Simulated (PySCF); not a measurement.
Compound: C3H3N2 (charge -1).
SMILES: `n1cc[n-]c1`

The closed-shell ground state was solved at several levels (PySCF, density fitting, gas phase, non-relativistic). Geometry: PBE0-D3(BJ)/def2-SVP; no solvent, vibrations or thermal averaging. The geometry's basis has no diffuse functions, a weakness for an anion. Where the HOMO energy is positive, the finite basis confines the outermost electrons. No diffuse functions stand in 6-31G* and def2-TZVP, which bears on an anion's orbital energies.

| level | basis functions | total energy (Eh) | HOMO (eV) | LUMO (eV) | gap (eV) |
| --- | --- | --- | --- | --- | --- |
| LC-wPBE/def2-SVPD | 124 | -225.3431 | -3.18 | 6.86 | 10.04 |
| PBE0/def2-TZVP | 173 | -225.4679 | -0.50 | 6.67 | 7.17 |
| PBE/def2-SVPD | 124 | -225.2306 | 0.40 | 4.75 | 4.35 |
| HF/def2-SVPD | 124 | -224.0758 | -2.57 | 7.03 | 9.60 |
| BHandHLYP/def2-SVPD | 124 | -225.3491 | -1.43 | 5.72 | 7.15 |
| wB97X-D/def2-SVPD | 124 | -225.4134 | -2.43 | 6.83 | 9.26 |

Q: Estimate the row for PBE0/6-31G*, a basis of 76 functions; the other rows only guide the guess.

A: Total energy -225.3680 Eh, HOMO 0.11 eV, LUMO 8.20 eV, gap 8.09 eV.

Q: Over all these levels, which gives the widest orbital gap and which the narrowest?

A: LC-wPBE/def2-SVPD (range-separated hybrid) has the widest, 10.04 eV, and PBE/def2-SVPD (GGA) the narrowest, 4.35 eV. The two share the basis. From the narrowest to the widest the HOMO moves by -3.58 eV and the LUMO by +2.11 eV.

Q: In the def2-SVPD basis, how does the gap go with the fixed share of exact exchange?

A: PBE (0 %) 4.35 eV; BHandHLYP (50 %) 7.15 eV; HF (100 %) 9.60 eV. Each rise in the share widens the gap here.

The pairwise dispersion term of wB97X-D wasn't added to the energies; at a given geometry it leaves orbitals and properties as they are.
